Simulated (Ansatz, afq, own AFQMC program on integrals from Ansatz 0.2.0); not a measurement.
# Atomization energy of AlGeH₃, triplet, worked out

```yaml
atoms:
  - { symbol: Ge, position_ang: [0.0000, 0.0032, 0.7571] }
  - { symbol: Al, position_ang: [0.0000, 0.0167, -1.8285] }
  - { symbol: H, position_ang: [0.0000, -1.1750, -0.4756] }
  - { symbol: H, position_ang: [0.0000, -1.0743, -2.9759] }
  - { symbol: H, position_ang: [0.0000, 1.5689, -2.1659] }
```

Connectivity, by distances: Ge–AlH2, 1 bridging H.

Basis cc-pVDZ. Noble-gas cores (and the filled d shells of Ga–Kr and In–Xe) are frozen. AFQMC by an in-house program on the Cholesky factors that Ansatz 0.2.0 writes for its CCSD(T) run. ph-AFQMC/CISD is guided by a CISD state made of CCSD amplitudes; releasing the constraint for a short imaginary time cuts its bias at the price of noise, slowly where states lie close. Error bars are statistical, one sigma. No spin–orbit coupling.

Total energies in eV. CBS is CCSD(T) at the limit of def2-TZVPP/QZVPP (extrapolated itself); the highest rung of each member is named.

Cautions: inner d shell frozen; no relativity below Rb; no spin-orbit coupling.

```json
{"member": "Ge (triplet)", "count": "+1", "CCSD(T)/cc-pVDZ": "-56473.1139", "highest rung in cc-pVDZ": "-56473.1222", "which": "FCI", "CCSD(T)/CBS": "-56475.5964"}
{"member": "Al (doublet)", "count": "+1", "CCSD(T)/cc-pVDZ": "-6583.0131", "highest rung in cc-pVDZ": "-6583.0229", "which": "FCI", "CCSD(T)/CBS": "-6583.4221"}
{"member": "H (doublet)", "count": "+3", "CCSD(T)/cc-pVDZ": "-13.5861", "highest rung in cc-pVDZ": "-13.5861", "which": "FCI", "CCSD(T)/CBS": "-13.6059"}
{"member": "AlGeH₃, triplet", "count": "-1", "CCSD(T)/cc-pVDZ": "-63105.9983", "highest rung in cc-pVDZ": "-63106.0376", "which": "CCSDT(Q)", "CCSD(T)/CBS": "-63109.9805"}
```

Task: Work out the best estimate of the atomization energy: the CCSD(T)/CBS difference plus the step from CCSD(T) to the highest rung.

Result: Sums with the counts: CCSD(T)/CBS 10.1443 eV, highest rung 9.1342 eV, CCSD(T)/cc-pVDZ 9.1130 eV. The step is 9.1342 − 9.1130 = 0.0212 eV, so the best estimate is 10.1443 + (0.0212) = 10.1655 eV = 234.4 kcal/mol. The basis set is worth 1.031 eV of it. Zero-point, core-correlation and spin–orbit terms aren't in it. Past Ne the Hartree–Fock part of each CBS total tends to overshoot, since the cores don't follow the formula; that largely cancels in the difference.

Best estimates are given only where the step beyond CCSD(T) is under 0.3 eV and no member's determinant is very poor (T1 over 0.05, or 0.07 for open shells, ⟨S²⟩ too high by 0.3, two states mixed), so the hardest cases are missing from such tables.

CCSDT and higher add their correlation energy to the determinant of the CCSD(T) run, since their own runs factorise the integrals more tightly (a shift of under 2 meV). Each member of a difference takes its own highest rung, so a best estimate needn't equal the limit plus the step of one row.
